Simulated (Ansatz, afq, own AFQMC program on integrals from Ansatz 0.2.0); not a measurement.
**Where AFQMC and coupled cluster stand for CHB, singlet**

```yaml
atoms:
  - { symbol: B, position_ang: [0.0000, 0.0000, 0.2653] }
  - { symbol: C, position_ang: [0.0000, 0.0000, -1.7077] }
  - { symbol: H, position_ang: [0.0000, 0.0000, 1.4424] }
```

Connectivity, by distances: BH–C.

Basis 6-31G. Noble-gas cores (and the filled d shells of Ga–Kr and In–Xe) are frozen. AFQMC by an in-house program on the Cholesky factors that Ansatz 0.2.0 writes for its CCSD(T) run. The CISD trial takes its coefficients from CCSD amplitudes. Released means that phaseless walkers are propagated on without the constraint, phases kept. ± is one standard error of the sampling.

Determinant: RHF, the one that the program's search chose, which needn't be the lowest solution. The geometry is a point of a scan.

Full CI on the same integrals is exact in this basis and with this determinant's frozen core.

Cautions: higher spins were not checked; restricted determinant unstable towards unrestricted (UHF 1.39 eV lower, ⟨S²⟩ 1.13); strong correlation (T1 0.071, weight of the determinant 0.78, largest double 0.28); in a space of 8 electrons in 8 natural orbitals full CI finds another state of this spin 6 meV below the state of CCSDT(Q); the CCSDTQ amplitudes may be one of several solutions (largest double 0.81); the released energies are still falling, so no released level is given (meV from the phaseless value at times in 1/Eh: -13 ± 22 at 0.24, -44 ± 19 at 0.51, -73 ± 18 at 0.99, -74 ± 18 at 1.62, -113 ± 27 at 2.40), though the last usable value meets full CI within the noise; the determinant fills πx and πy unequally, so it mixes two states of the linear molecule, and each level undoes that mixture to a different degree, while full CI gives the lower state, and by Hund's rule a triplet of that filling probably lies lower still; CCSDTQ on the UHF determinant differs (565 meV lower), perhaps since the unrestricted series falls towards higher spin.

* T1 diagnostic: 0.0707
* weight of the determinant in the CISD state: 0.782
* size of the correlated space: 8 electrons in 18 orbitals

| level | correlation energy (eV) |
| --- | --- |
| MP2 | -3.5779 |
| CCSD | -4.6263 |
| CCSD(T) | -4.9022 |

Estimate where phaseless AFQMC with a CISD trial lies against CCSD(T) on the same integrals.

0.72 ± 0.43 kcal/mol above CCSD(T). The gap is under twice the noise, so this walk alone can't tell the two apart.

Reference: full CI, correlation energy -5.011 eV. The cautions show a poor starting determinant, so the rows tell how each method copes with it here, and full CI is the sure value.

```json
{"level": "CCSD(T)", "E − E(reference) (kcal/mol)": "2.50", "share of correlation (%)": "97.84"}
{"level": "CCSDT", "E − E(reference) (kcal/mol)": "2.29", "share of correlation (%)": "98.01"}
{"level": "CCSDT(Q)", "E − E(reference) (kcal/mol)": "1.03", "share of correlation (%)": "99.11"}
{"level": "CCSDTQ", "E − E(reference) (kcal/mol)": "0.25", "share of correlation (%)": "99.79"}
{"level": "ph-AFQMC/HF", "E − E(reference) (kcal/mol)": "6.62 ± 1.24", "share of correlation (%)": "94.27"}
{"level": "ph-AFQMC/CISD", "E − E(reference) (kcal/mol)": "3.22 ± 0.43", "share of correlation (%)": "97.21"}
```

CCSDT and higher add their correlation energy to the determinant of the CCSD(T) run, since their own runs factorise the integrals more tightly (a shift of under 2 meV).
